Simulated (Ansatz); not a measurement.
## Forces on a displaced structure

CH$_{4}$AlB (SMILES C=[B][AlH2]), singlet, displaced at random from a GFN2-xTB minimum.

C1  (-0.259, 0.921, -1.437)
B2  (-0.054, 0.157, -0.283)
Al3  (0.228, -0.803, 1.383)
H4  (-0.911, 1.618, -1.591)
H5  (0.261, 0.910, -2.388)
H6  (-0.534, -0.774, 2.740)
H7  (1.261, -2.060, 1.631)
(Å)

Ansatz 0.2.0; basis: def2-TZVPP; cores frozen in the correlated methods. B3LYP uses VWN-RPA correlation.

CCSD(T) forces from the calculation:
```tsv
atom	Fx	Fy	Fz (eV/Å)
C1	3.716	-3.574	0.141
B2	-0.271	1.201	-1.790
Al3	0.930	-2.293	2.056
H4	-4.434	4.239	-0.082
H5	0.699	-0.733	0.055
H6	-0.521	0.562	0.195
H7	-0.119	0.599	-0.575
```

Question: Which atom feels the largest CCSD(T) force, and how large is it?

Answer: H4, 6.13 eV/Å, along (-0.72, 0.69, -0.01).

Root-mean-square difference of the force components from those of CCSD(T): PBE0-D4 0.210; wB97M-V 0.249; r2SCAN-D4 0.179; PBE-D4 0.224; B3LYP-D4 0.177; HSE06-D4 0.205 eV/Å.

T1 diagnostic: at most 0.017. The restricted Hartree–Fock reference is unstable towards an unrestricted one here. These are differences at one structure, and CCSD(T) in triple zeta is itself an approximation.

For scale, one of the runs: CCSD(T)/def2-TZVPP forces, 160 basis functions (an equivalent command: `ansatz run in.yaml --threads 4`). The run took 29 s on 4 CPU threads (shared host), with 2.2 GiB of host memory at its peak.
